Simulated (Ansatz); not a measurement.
Run this with Ansatz 0.2.0, Python API and show what comes out.

The script, `dimer_cs2.py`:
```python
"""Binding of a CS2 dimer at a trial geometry."""

import ansatz as az

FIRST = [
    ("S", (1.3585, -0.1562, 0.7299)),
    ("C", (0.0, 0.0, 0.0)),
    ("S", (-1.3585, 0.1562, -0.7299)),
]
SECOND = [
    ("S", (-1.0575, -0.7992, 4.7309)),
    ("C", (-1.248, -1.6059, 3.4211)),
    ("S", (-1.4386, -2.4126, 2.1113)),
]

def energy(atoms, ghosts=()):
    molecule = az.Crystal.molecule()
    for symbol, xyz in atoms:
        molecule = molecule.atom(symbol, xyz)
    calc = (
        molecule.calculation()
        .basis(gaussian="def2-SVP")
        .functional("r2SCAN")
    )
    deck = calc.input()
    if ghosts:
        deck = deck.set(az.key.basis.gaussian.ghost_atoms, [{"symbol": s, "position_ang": list(xyz)} for s, xyz in ghosts])
    return az.Session.from_dict(deck).plan().execute().report["free_energy_ev"]

# monomers in their own basis and in the basis of the dimer
both = energy(FIRST + SECOND)
alone = energy(FIRST) + energy(SECOND)
ghosted = energy(FIRST, SECOND) + energy(SECOND, FIRST)
print(f"dimer {both:.6f} eV")
print(f"interaction, uncorrected   {96.485332 * (both - alone):8.3f} kJ/mol")
print(f"interaction, counterpoise  {96.485332 * (both - ghosted):8.3f} kJ/mol")
print(f"basis-set superposition    {96.485332 * (alone - ghosted):8.3f} kJ/mol")
```

```console
$ python dimer_cs2.py
dimer -45396.494506 eV
interaction, uncorrected     -3.098 kJ/mol
interaction, counterpoise    -0.395 kJ/mol
basis-set superposition       2.704 kJ/mol
```

Uncorrected it is -3.098 kJ/mol, with the counterpoise correction -0.395 kJ/mol; the difference, 2.703 kJ/mol, is the superposition error.

Notes:
- Total energies depend on the basis set; only differences at equal settings carry meaning.
- The dimer is a generated trial pose of unrelaxed monomers, not a minimum, so the figure is no binding energy, and the basis set is small.
- This level lacks the dispersion part of the attraction (electrostatics and induction are there), which can decide the sign where the interaction is weak.
- The whole script took 15 s on 1 thread of Arm Neoverse V2 (shared host), peak memory 0.21 GiB.
